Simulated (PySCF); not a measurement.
Geometry:
```json
{"atom": "F1", "x (Å)": "-1.239", "y (Å)": "-0.978", "z (Å)": "-1.285"}
{"atom": "P2", "x (Å)": "-0.483", "y (Å)": "-1.025", "z (Å)": "0.142"}
{"atom": "F3", "x (Å)": "-1.678", "y (Å)": "-0.462", "z (Å)": "1.073"}
{"atom": "P4", "x (Å)": "0.487", "y (Å)": "1.014", "z (Å)": "-0.141"}
{"atom": "F5", "x (Å)": "1.281", "y (Å)": "0.976", "z (Å)": "1.264"}
{"atom": "F6", "x (Å)": "1.656", "y (Å)": "0.444", "z (Å)": "-1.099"}
```

Geometry: PBE0-D3(BJ)/def2-SVP; GIAO absolute shieldings from PySCF 2.14, gas phase, non-relativistic, averaged over equivalent atoms.

At KT3/pcSseg-2 (230 basis functions, 23 s wall time on 1 thread of an Arm Neoverse V2, shared host):
```
      atoms  σ (ppm)
F1/F3/F5/F6    281.9
      P2/P4     81.4
```

Question: Estimate the result of repeating the calculation with PBE0/pcSseg-2.

Answer: 
| atoms | σ at PBE0/pcSseg-2 | change |
| --- | --- | --- |
| F1/F3/F5/F6 | 295.1 | +13.2 |
| P2/P4 | 55.6 | -25.8 |

The largest change is at P2/P4 (phosphorus bonded to 2 F, P). Cost: 230 basis functions, 24 s wall time on 1 thread of an Arm Neoverse V2, shared host.
